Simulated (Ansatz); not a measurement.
```yaml
crystal:
  periodic: [false, false, false]
  atoms:
    - {symbol: Al, position_ang: [-1.543329, -1.235454, -0.010572]}
    - {symbol: Ge, position_ang: [0.504712, 0.633704, 0.005347]}
    - {symbol: B, position_ang: [0.460561, -1.174528, -0.009543]}
basis:
  gaussian: {orbitals: def2-TZVP}
hamiltonian: {xc: pbe0}
relax: {f_tol: 0.004, max_steps: 80}
```

```sh
$ ansatz run in.yaml --threads 1 --pin off --events-out ev --progress --plain --max-ram 2176MiB
```

Steps of the relaxation (energy above the last step; positions in Å, forces in eV/Å):

```
3
step 1, 275.9 meV
Al   -1.543   -1.235   -0.011    0.732    0.553    0.005
Ge    0.505    0.634    0.005   -0.550    1.523    0.012
B     0.461   -1.175   -0.010   -0.182   -2.075   -0.017
```

```
3
step 2, 61.3 meV
Al   -1.473   -1.123   -0.010    0.366    0.071    0.001
Ge    0.379    0.600    0.005   -0.188    1.157    0.009
B     0.516   -1.253   -0.010   -0.177   -1.228   -0.010
```

```
3
step 3, 4.0 meV
Al   -1.445   -1.101   -0.009    0.255   -0.030    0.000
Ge    0.348    0.639    0.005    0.016   -0.155   -0.001
B     0.519   -1.315   -0.011   -0.271    0.185    0.001
```

```
3
step 4, 0.5 meV
Al   -1.439   -1.102   -0.009    0.080   -0.029    0.000
Ge    0.350    0.635    0.005    0.020    0.001    0.000
B     0.512   -1.309   -0.011   -0.101    0.027    0.000
```

```
3
step 6, 0.0 meV
Al   -1.437   -1.106   -0.009    0.000    0.000    0.000
Ge    0.353    0.637    0.005    0.000    0.000    0.000
B     0.506   -1.307   -0.011    0.000    0.000    0.000
```

Close pairs at the end: Ge2–B3 1.949 Å, Al1–B3 1.953 Å, Al1–Ge2 2.498 Å.

A stationary point of restricted PBE0 after 6 steps (its stability towards spin polarisation wasn't tested); no frequencies were run, so it isn't proven a minimum. 15 s on 1 thread of AMD EPYC 9R14, shared host.
